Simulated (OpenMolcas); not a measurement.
OpenMolcas timings: B2H4F− (SMILES B[BH2-]F)

B2H4F−: 7 atoms, total charge -1, spin state singlet. As SMILES, `B[BH2-]F`. The shape is that of a GFN2-xTB optimisation.

```xyz
7

B    -0.5575   -0.5471   -0.6066
B     0.3689    0.3922    0.4348
F     1.8337    0.2171    0.2990
H    -1.7529   -0.4882   -0.5889
H    -0.1655   -1.3241   -1.4243
H     0.1120    0.1504    1.6194
H     0.1613    1.5997    0.2667
```

Program: OpenMolcas 26.06. Hardware: 1 thread of Arm Neoverse V2, shared host, so times are rough. Two-electron integrals are exact unless an approximation is named.

(1) Estimate their order by wall time, quickest first.
A. gradient at B3LYP/6-31G* (spherical functions), grid UltraFine
B. gradient at PBE0/cc-pVTZ, grid UltraFine
C. gradient at HF/STO-3G

## Answers

(1) C (1.6 s), A (14 s), B (79 s).
